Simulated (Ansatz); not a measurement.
A nudged elastic band was laid between two geometries of CH6AlN + H2 (11 atoms, charge 0, multiplicity 1).

Computed with UKS PBE/def2-SVP (Ansatz).

| Quantity | Value |
| --- | --- |
| movable images | 9 |
| climbing image | yes |
| spring | 5.0 eV/Å² |
| optimiser | quadratic models (default) |
| start path | through a guess of the saddle point |
| force threshold | 0.03 eV/Å |
| iteration limit | 60 |
| end points | relaxed |

Image 0:

```xyz
11
Properties=species:S:1:pos:R:3
Al -1.765 0.451 -0.393
N -0.337 -0.404 0.281
C 0.762 -1.061 -0.410
H -2.812 1.035 0.663
H -1.873 0.562 -1.983
H 1.242 1.608 1.074
H 1.831 2.040 1.320
H -0.260 -0.500 1.299
H 0.640 -0.953 -1.508
H 0.816 -2.153 -0.194
H 1.754 -0.625 -0.149
```

Image 10:

```xyz
11
Properties=species:S:1:pos:R:3
Al -1.131 1.172 -0.280
N 0.065 -0.262 0.645
C 1.047 -0.930 -0.239
H -2.039 1.600 0.990
H -1.827 0.247 -1.412
H 0.547 0.199 1.433
H 0.021 2.201 -0.764
H -0.560 -0.959 1.079
H 1.708 -0.161 -0.683
H 0.503 -1.426 -1.065
H 1.666 -1.680 0.296
```

Problem. What changes between the two ends?

Solution. Bonds broken: H6–H7. Bonds formed: Al1–H7, N2–H6. CH6AlN + H2 becomes CH8AlN.

Problem. Give the energies along the band, and the barrier.

Solution. The forces met the threshold. The highest image is number 5 of 0 to 10, 0.60 eV above the first end and 1.22 eV above the last; the last end lies 0.62 eV below the first. A vibrational analysis at the climbing image gives one clearly imaginary mode, 976i cm⁻¹: a first-order saddle point. The orbitals stay closed-shell, which can raise the energy where a bond breaks towards radicals; this wasn't checked here.

```csv
image,path coordinate (Å),energy (eV),H6–H7 (Å),Al1–H7 (Å),N2–H6 (Å)
0,0.00,0.00,0.77,4.29,2.68
1,0.88,0.01,0.77,3.88,2.74
2,1.76,0.02,0.77,3.44,2.87
3,2.63,0.02,0.77,2.89,3.02
4,3.51,0.11,0.78,2.44,2.33
5,4.39,0.60,0.98,1.85,1.49
6,5.12,-0.34,1.83,1.65,1.05
7,5.85,-0.56,2.52,1.62,1.03
8,6.58,-0.59,2.74,1.62,1.03
9,7.31,-0.61,2.86,1.62,1.03
10,8.05,-0.62,3.02,1.62,1.03
```

Problem. What is the geometry of the highest image?

Solution. 
```xyz
11
Properties=species:S:1:pos:R:3
Al -1.271 0.883 -0.093
N 0.125 -0.289 0.518
C 0.944 -1.152 -0.327
H -2.444 1.148 0.960
H -1.417 0.953 -1.684
H 0.407 1.173 0.531
H 0.075 2.081 0.345
H 0.058 -0.641 1.481
H 1.093 -0.675 -1.318
H 0.478 -2.147 -0.518
H 1.952 -1.333 0.106
```

Problem. What are the harmonic wavenumbers there?

Solution. 976i, 114, 165, 204, 438, 546, 576, 661, 694, 719, 897, 1019, 1092, 1098, 1303, 1368, 1397, 1415, 1441, 1742, 1871, 1883, 1914, 2925, 2993, 3040, 3458 cm⁻¹.

The band took 19 iterations and roughly 11 core-minutes.

Run time: 5.7 min on 2 threads of Arm Neoverse V2, on a shared host, peak memory 0.15 GiB.
